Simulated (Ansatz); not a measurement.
# Pulling the pair apart

The pair of NH4⁺ (SMILES [NH4+], atoms 1–5) and CH4 (SMILES C, atoms 6–10), both closed shells, in one local arrangement (a lower one may exist), relaxed at PBE0-D4/def2-TZVP:

N1  (-0.022, -0.081, -1.589)
H2  (-0.151, 0.858, -1.973)
H3  (-0.765, -0.693, -1.934)
H4  (-0.054, -0.042, -0.556)
H5  (0.884, -0.447, -1.889)
C6  (0.023, 0.080, 1.563)
H7  (-0.010, 0.118, 2.651)
H8  (-0.892, 0.557, 1.201)
H9  (0.072, -0.975, 1.281)
H10  (0.915, 0.625, 1.244)
(Å)

CH4 is shifted rigidly along the line between the mean atom positions of the two fragments (negative: closer). Counterpoise interaction energies in kcal/mol. Computed with Ansatz 0.2.0 (basis: def2-TZVPPD); correlated methods freeze the cores. B3LYP uses VWN-RPA correlation.

```
shift (Å)  B3LYP-D4     HF  PBE0-D4
    -0.21     -4.81  -0.70    -5.66
    -0.11     -5.57  -2.09    -6.24
     0.00     -5.83  -2.89    -6.36
     0.11     -5.77  -3.29    -6.19
     0.25     -5.37  -3.43    -5.71
     0.53     -4.30  -3.09    -4.56
     1.06     -2.49  -2.06    -2.71
     2.12     -0.88  -0.89    -1.00
```

At the largest shift the D4 term itself is slightly repulsive (B3LYP-D4 +1.7 meV): a quirk of that model, not of the functional.

Q: What does CCSD(T) give at these shifts? (To be estimated.)

A: By the calculation: -4.21, -5.03, -5.35, -5.34, -5.02, -4.09, -2.48, -0.99 kcal/mol. For zero shift, CCSD(T) at an estimated basis limit (MP2 extrapolated from triple and quadruple zeta, plus CCSD(T) − MP2 in triple zeta) gives -5.71 kcal/mol. These are counterpoise interaction energies, counted from the two frozen fragments.

No T1 diagnostic of these runs exceeds 0.007.

For scale, one of the runs: CCSD(T)/def2-TZVPPD, 210 basis functions, launched by `ansatz run in.yaml --threads 2 --pin off --events-out ev --progress --plain --max-ram 5222MiB`. Time: 37 s of wall clock on 2 CPU threads; the host was shared. Peak host memory: 2.9 GiB.
